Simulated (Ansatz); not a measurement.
We consider ScTlTe₂ (R-3m, No. 166; cell taken from a computed entry), described by HSE06+SOC (Ansatz, a program for electronic structure, PAW).

Numerical settings: plane-wave cutoff 460 eV, 6×6×6 k mesh, Fermi–Dirac smearing 0.01 eV, PAW data made under PBE.

Cell (relaxed with PBEsol):

```yaml
crystal:
  lattice:
    - [2.08822, 1.20563, 7.95393]
    - [-2.08822, 1.20563, 7.95393]
    - [0.00000, -2.41127, 7.95393]
  atoms:
    - { symbol: Sc, position: [0.00000, 0.00000, 0.00000] }
    - { symbol: Tl, position: [0.50000, 0.50000, 0.50000] }
    - { symbol: Te, position: [0.73567, 0.73567, 0.73567] }
    - { symbol: Te, position: [0.26433, 0.26433, 0.26433] }
```

Problem. Estimate the band gap, smallest direct gap on the k points sampled and Γ–Γ gap that the calculation returns.

Solution. 
* **band gap**: 0.16 eV (on the SCF k mesh) (indirect)
* **smallest direct gap on the k points sampled**: 0.77 eV
* **Γ–Γ gap**: 1.98 eV

Note: cell and atoms aren't relaxed at this level (largest force component 0.05 eV/Å, pressure 2.1 GPa).

Computed values are for the static lattice.

Cost on a shared machine: around 70 core-minutes (rough).
